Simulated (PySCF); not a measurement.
Geometries of 3 isomers of C3H4O, from PBE0-D3(BJ)/def2-SVP geometry optimisation, gas phase in PySCF 2.14.0. One conformer each, no zero-point energy, no frequencies.

Problem. Which isomer lies lowest at this level?
A.
```xyz
8
angstrom
C     -0.904   -0.375   -0.007
C      0.300    0.487    0.255
C      1.498    0.262   -0.243
O      2.560    0.064   -0.677
H     -0.640   -1.277   -0.577
H     -1.672    0.169   -0.581
H     -1.365   -0.703    0.938
H      0.223    1.374    0.892
```
B.
```xyz
8
angstrom
C      1.765   -0.501    0.870
C      0.733   -0.254    0.289
C     -0.504    0.025   -0.434
O     -1.329    0.874    0.316
H      2.682   -0.709    1.389
H     -0.231    0.466   -1.415
H     -0.995   -0.946   -0.655
H     -2.120    1.045   -0.205
```
C.
```xyz
8
angstrom
O     -1.348    1.641    0.124
C     -0.592    0.721    0.055
C      0.797    0.248    0.065
C     -0.405   -0.725   -0.102
H      1.428    0.440   -0.810
H      1.340    0.232    1.017
H     -0.652   -1.384    0.738
H     -0.568   -1.174   -1.088
```

Solution. A. That is methylketene, `CC=C=O`, 16.6 kcal/mol below the next.

| SMILES | atoms numbered as above | E (Eh) | relative (kcal/mol) | relative (kJ/mol) | dipole (D) |
| --- | --- | --- | --- | --- | --- |
| CC=C=O | [CH3:1][CH:2]=[C:3]=[O:4] | -191.55337 | 0.0 | 0.0 | 1.72 |
| O=C1CC1 | [O:1]=[C:2]1[CH2:3][CH2:4]1 | -191.52696 | 16.6 | 69.4 | 2.70 |
| C#CCO | [CH:1]#[C:2][CH2:3][OH:4] | -191.49198 | 38.5 | 161.2 | 1.92 |

As drawn, the lowest has a C=O bond, cumulated double bonds and a C=C bond outside aromatic rings, which the highest lacks; the highest has a C≡C bond and an O–H bond, which the lowest lacks.
